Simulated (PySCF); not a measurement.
Molfile (atoms numbered from 1):
```
C2H2FO
     RDKit          3D

  6  5  0  0  0  0  0  0  0  0999 V2000
    1.9924    0.3042   -0.5569 O   0  0  0  0  0  0  0  0  0  0  0  0
    0.9312    0.1305   -0.2741 C   0  0  0  0  0  0  0  0  0  0  0  0
   -0.4886   -0.0927    0.1158 C   0  0  0  0  0  0  0  0  0  0  0  0
   -0.7077    0.5125    1.2756 F   0  0  0  0  0  0  0  0  0  0  0  0
   -0.6191   -1.1947    0.1615 H   0  0  0  0  0  0  0  0  0  0  0  0
   -1.0962    0.3181   -0.7183 H   0  0  0  0  0  0  0  0  0  0  0  0
  1  2  3  0
  2  3  1  0
  3  4  1  0
  3  5  1  0
  3  6  1  0
M  CHG  1   1   1
M  END
```

Geometry: PBE0-D3(BJ)/def2-SVP; GIAO shifts from PySCF, gas phase, non-relativistic, averaged over equivalent atoms.

At PBE0/pcSseg-1 (78 basis functions, 4 s wall time on 1 thread of an Arm Neoverse V2, shared host):
| atoms | δ (ppm) |
| --- | --- |
| O1 | 391.6 |
| C2 | 156.3 |
| C3 | 71.5 |
| F4 | -274.0 |
| H5/H6 | 6.76 |

Chemical shifts δ = σref − σ; H2O for 17O (σ = 334.56 ppm); 13C (σ = 184.41 ppm) and 1H (σ = 31.27 ppm) vs TMS; 19F (σ = 177.25 ppm) vs CFCl3, all at this level.

**Question.** What do these become at PBE/pcSseg-2?

**Answer.** 
```json
{"atoms": "O1", "δ at PBE/pcSseg-2": "387.2", "change": "-4.4"}
{"atoms": "C2", "δ at PBE/pcSseg-2": "155.7", "change": "-0.6"}
{"atoms": "C3", "δ at PBE/pcSseg-2": "75.4", "change": "+3.9"}
{"atoms": "F4", "δ at PBE/pcSseg-2": "-300.0", "change": "-26.0"}
{"atoms": "H5/H6", "δ at PBE/pcSseg-2": "6.78", "change": "+0.02"}
```

Referencing at the same level of theory: 17O (σref 327.88) against H2O; TMS for 13C (σref 179.39), 1H (σref 31.18); 19F (σref 142.93) vs CFCl3.

The largest change is at F4 (fluorine on an sp3 carbon). Cost: 172 basis functions, 9.7 s wall time on 1 thread of an Arm Neoverse V2, shared host.

Unscaled 19F shifts against computed CFCl3 carry errors that often reach 10 to 50 ppm. Unscaled 17O shifts of doubly bonded oxygen tend to come out too high, by tens of ppm or more. Experimental scales use liquid or dissolved standards, which lie at an offset from isolated H2O (liquid H2O: subtract about 36 ppm).
